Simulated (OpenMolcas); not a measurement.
# NS (Mononitrogen monosulfide), step by step

Wanted: a single-point energy (ROHF/ANO-R0), then the energy (CASSCF(7,6)/ANO-R2), then the energy (CASPT2(7,6)/ANO-R2) of NS (Mononitrogen monosulfide). 

Program for the calculation: OpenMolcas 26.06.

**1. The structure to begin with**

NS: 2 atoms, total charge 0, spin state doublet. SMILES: `[N]=S`. Geometry: relaxed at PBE0-D4/def2-TZVP.

Bond lengths: N1–S2 1.486 Å.

**2. The energy at ROHF/ANO-R0 (sfX2C) (run 1)**

Contents of struct.xyz:

```xyz
2

N      0.000000     0.000000    -0.011220
S      0.000000     0.000000     1.474400
```

Contents of step1.input:

```
* NS Hartree-Fock
>>> EXPORT MOLCAS_PRINT=2

&GATEWAY
 Coord=struct.xyz
 Basis=ANO-R0
 Group=NoSym

&SEWARD

&SCF
 UHF
 Spin=2
 PrOrbitals=0

&RASSCF
 FileOrb=$Project.UnaOrb
 Spin=2
 Nactel=1 0 0
 Inactive=11
 Ras2=1
 OutOrbitals=Canonical
 OrbListing=Nothing
```

The run is started by

```sh
export MOLCAS_MEM=1860
pymolcas step1.input > step1.log
```

What it wrote (excerpt; [...] marks lines left out):

```text
--- Start Module: gateway ---
[...]
--- Stop Module: gateway /rc=_RC_ALL_IS_WELL_ ---
[...]
      Basis functions           14
[...]
--- Start Module: scf ---
[...]
       Convergence after  30 Iterations
[...]
::    Total SCF energy                               -452.8899760319
[...]
      Total spin, S                                     0.6830047997
[...]
--- Stop Module: scf /rc=_RC_ALL_IS_WELL_ ---
[...]
--- Start Module: rasscf ---
[...]
      Number of active orbitals                  1
[...]
      Spin quantum number                      0.5
[...]
      Active orbitals                            1
[...]
      Number of CSFs                             1
[...]
      Number of root(s) required                 1
[...]
      Convergence after 12 iterations
[...]
      printout of CI-coefficients larger than  0.05 for root  1
      energy=    -452.877857
      conf/sym  1     Coeff  Weight
             1  u   1.00000 1.00000
      Natural orbitals and occupation numbers for root  1
      sym 1:   1.000000
      ************************************************************************************************************************
      *                                                    Final results                                                     *
[...]
::    RASSCF root number  1 Total energy:   -452.87785735
[...]
      Total electronic charge=   23.000000
      Total            charge=   -0.000000
[...]
      Dipole Moment (debye):
      Origin of the operator (angstrom)=    0.0000    0.0000    1.0219
                   X=  3.2634E-13               Y= -1.7961E-13               Z=  8.3679E-02           Total=  8.3679E-02
      Quadrupole Moment (debye*angstrom):
[...]
--- Stop Module: rasscf /rc=_RC_ALL_IS_WELL_ ---
[...]
```

Wall time 9.3 s (1 thread of AMD EPYC 7R43 (Zen 3), shared host); peak memory 0.37 GiB.

**3. The energy at CASSCF(7,6)/ANO-R2 (sfX2C, RICD fitting) (run 2)**

struct.xyz is that of step 2.

Contents of step2.input:

```
* NS CASSCF
&GATEWAY
Coord=struct.xyz
Basis=ANO-R0
Group=NoSym
&SEWARD
&RASSCF
FileOrb=$CurrDir/step1.RasOrb
Spin=2
Nactel=7 0 0
Inactive=8
Ras2=6
OrbListing=Nothing
>>> COPY $Project.RunFile RUNFIL1
>>> COPY $Project.RasOrb INPORB
&GATEWAY
Coord=struct.xyz
Basis=ANO-R2
Group=NoSym
RICD
&SEWARD
>>> COPY $Project.RunFile RUNFIL2
&EXPBAS
&RASSCF
FileOrb=$Project.ExpOrb
Spin=2
Nactel=7 0 0
Inactive=8
Ras2=6
OrbListing=Nothing
OrbAppear=Compact
```

The run is started by

```sh
export MOLCAS_MEM=1860
pymolcas step2.input > step2.log
```

What it wrote (excerpt; [...] marks lines left out):

```text
--- Start Module: gateway ---
[...]
--- Stop Module: gateway /rc=_RC_ALL_IS_WELL_ ---
[...]
      Basis functions           14
[...]
      Number of active orbitals                  6
[...]
      Spin quantum number                      0.5
[...]
      Active orbitals                            6
[...]
      Number of CSFs                           210
[...]
      Number of root(s) required                 1
[...]
      Convergence after 10 iterations
[...]
      printout of CI-coefficients larger than  0.05 for root  1
      energy=    -452.978207
      conf/sym  111111     Coeff  Weight
             1  222u00   0.95589 0.91373
             5  22udu0   0.07285 0.00531
            32  220u20   0.17865 0.03192
            39  2ud2u0  -0.09630 0.00927
            52  u2duud  -0.07417 0.00550
            65  ud220u   0.05133 0.00263
[...]
      Natural orbitals and occupation numbers for root  1
      sym 1:   1.966150   1.971056   1.891798   1.026126   0.110422   0.034448
      ************************************************************************************************************************
      *                                                    Final results                                                     *
[...]
::    RASSCF root number  1 Total energy:   -452.97820750
[...]
      Basis functions           72
[...]
--- Start Module: expbas ---
[...]
--- Stop Module: expbas /rc=_RC_ALL_IS_WELL_ ---
--- Start Module: rasscf ---
[...]
      Convergence after 14 iterations
[...]
      Natural orbitals and occupation numbers for root  1
      sym 1:   1.970441   1.909839   1.971625   0.091334   1.026519   0.030241
      ************************************************************************************************************************
      *                                                    Final results                                                     *
[...]
::    RASSCF root number  1 Total energy:   -453.14738633
[...]
      Total electronic charge=   23.000000
      Total            charge=   -0.000000
[...]
      Dipole Moment (debye):
      Origin of the operator (angstrom)=    0.0000    0.0000    1.0219
                   X= -2.8382E-09               Y= -7.2933E-09               Z=  1.8240E+00           Total=  1.8240E+00
      Quadrupole Moment (debye*angstrom):
[...]
--- Stop Module: rasscf /rc=_RC_ALL_IS_WELL_ ---
[...]
```

Wall time 22 s (1 thread of AMD EPYC 7R43 (Zen 3), shared host); peak memory 0.37 GiB.

**4. The energy at CASPT2(7,6)/ANO-R2 (sfX2C, RICD fitting, ipea shift 0.25 Eh, pt2 variant SS) (run 3)**

struct.xyz is that of step 3.

Contents of step3.inp:

```
* NS CASPT2
>>> EXPORT MOLCAS_PRINT=2

&gateway
 coord
 struct.xyz
 basis
 ANO-R2
 group
 NoSym
 ricd

&seward

&rasscf
 fileorb
 $CurrDir/step2.RasOrb
 spin
 2
 nactel
 7 0 0
 inactive
 8
 ras2
 6
 orblisting
 Nothing
 orbappear
 Compact

&caspt2
 imaginary
 0.2
```

The run is started by

```sh
export MOLCAS_MEM=1860
pymolcas step3.inp > step3.log
```

What it wrote (excerpt; [...] marks lines left out):

```text
--- Start Module: gateway ---
[...]
--- Stop Module: gateway /rc=_RC_ALL_IS_WELL_ ---
[...]
      Basis functions           72
[...]
--- Start Module: rasscf ---
[...]
      Number of active orbitals                  6
[...]
      Spin quantum number                      0.5
[...]
      Active orbitals                            6
[...]
      Number of CSFs                           210
[...]
      Number of root(s) required                 1
[...]
      Convergence after  5 iterations
[...]
      printout of CI-coefficients larger than  0.05 for root  1
      energy=    -453.147386
      conf/sym  111111     Coeff  Weight
             2  2220u0   0.96290 0.92718
            40  2udu20   0.09955 0.00991
            55  2022u0  -0.16295 0.02655
            68  ud2uud  -0.06614 0.00437
            78  0220u2   0.06721 0.00452
            80  2uud20  -0.09459 0.00895
[...]
      Natural orbitals and occupation numbers for root  1
      sym 1:   1.970443   1.909842   1.971626   0.091331   1.026518   0.030239
      ************************************************************************************************************************
      *                                                    Final results                                                     *
[...]
::    RASSCF root number  1 Total energy:   -453.14738633
[...]
      Total electronic charge=   23.000000
      Total            charge=   -0.000000
[...]
      Dipole Moment (debye):
      Origin of the operator (angstrom)=    0.0000    0.0000    1.0219
                   X= -3.5690E-09               Y=  2.4200E-09               Z=  1.8242E+00           Total=  1.8242E+00
      Quadrupole Moment (debye*angstrom):
[...]
--- Stop Module: rasscf /rc=_RC_ALL_IS_WELL_ ---
[...]
--- Start Module: caspt2 ---
[...]
      E2 (Variational):          -0.2696700204
      Total energy:            -453.4170563466
[...]
      Reference weight:           0.91559
[...]
::    CASPT2 Root  1     Total energy:   -453.41705635
[...]
--- Stop Module: caspt2 /rc=_RC_ALL_IS_WELL_ ---
[...]
```

It took 12 s on 1 thread of AMD EPYC 7R43 (Zen 3), shared host; peak memory 0.081 GiB.

**5. Outcome**

| quantity | value |
| --- | --- |
| run 1, ROHF/ANO-R0: total energy | -452.87786 Eh |
| run 1, ROHF/ANO-R0: dipole moment | 0.08 D |
| run 2, CASSCF(7,6)/ANO-R2: total energy | -453.14739 Eh |
| run 2, CASSCF(7,6)/ANO-R2: dipole moment (CASSCF density) | 1.82 D |
| run 3, CASPT2(7,6)/ANO-R2: total energy | -453.41706 Eh |
| run 3, CASPT2(7,6)/ANO-R2: dipole moment (CASSCF density) | 1.82 D |
